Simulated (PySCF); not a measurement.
## Working out the ionisation energy of Al

Al [Ne] 3s2 3p1 (2P) → Al⁺ [Ne] 3s2 (1S). All numbers are calculated (PySCF 2.14, no relativity, point nucleus, in aug-cc-pwCVTZ (8s7p5d3f, 75 functions)). Frozen: nothing. Energies in hartree (1 hartree = 27.21139 eV):

```csv
part,Al (lower),Al⁺ (upper)
UHF,-241.879246,-241.673480
MP2 opposite-spin,-0.232057,-0.226725
MP2 same-spin,-0.081092,-0.078813
```

What does Hartree-Fock give?

(-241.673480) − (-241.879246) = 0.205766 hartree = 5.599 eV.

What do MP2 and SCS-MP2 (6/5 opposite-spin, 1/3 same-spin) give?

The opposite-spin parts differ by 0.145 eV and the same-spin parts by 0.062 eV. MP2: 5.599 + (0.145) + (0.062) = 5.806 eV. SCS-MP2: 5.599 + 1.2 × (0.145) + (0.062)/3 = 5.794 eV.

Measured between the centres of the two terms (NIST): 5.977 eV, so MP2 (all electrons) is off by -0.171 eV.

What remains against the reference includes basis incompleteness and correlation beyond second order.
